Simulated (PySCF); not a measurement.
Stepwise substitution at one centre (Al F-CH3). Isolated molecules, 0 K electronic values unless said otherwise. Strings in code marks are SMILES.

The S1–T1 gap (TDA) from two functionals at the same geometries (B3LYP-D3(BJ)/def2-TZVP), both in PySCF: PBE-D3(BJ)/def2-TZVP and TPSSh-D3(BJ)/def2-TZVP. Excitations are Tamm–Dancoff values on a coarser integration grid. The basis has no diffuse functions, so Rydberg states are missing or too high.

| species | PBE-D3(BJ)/def2-TZVP (eV) |
|---|---|
| 0 of 3 F replaced by CH3 (`[F][Al]([F])[F]`) | 0.20 |
| 1 of 3 F replaced by CH3 | 0.97 |
| 2 of 3 F replaced by CH3 (`[Al]([F])([CH3])[CH3]`) | 0.29 |
| 3 of 3 F replaced by CH3 (`[CH3][Al]([CH3])[CH3]`) | 0.28 |

### Question
What does TPSSh-D3(BJ)/def2-TZVP give for each?

### Answer

- 0 of 3 F replaced by CH3 (`[F][Al]([F])[F]`): 0.21
- 1 of 3 F replaced by CH3: 0.96
- 2 of 3 F replaced by CH3 (`[Al]([F])([CH3])[CH3]`): 0.31
- 3 of 3 F replaced by CH3 (`[CH3][Al]([CH3])[CH3]`): 0.30
Over these rows, drawn at random from the members with no instability flagged (it was tested for open shells, ions and some series alone), PBE minus TPSSh-D3(BJ): mean -0.01 eV, from -0.02 eV to +0.01 eV.
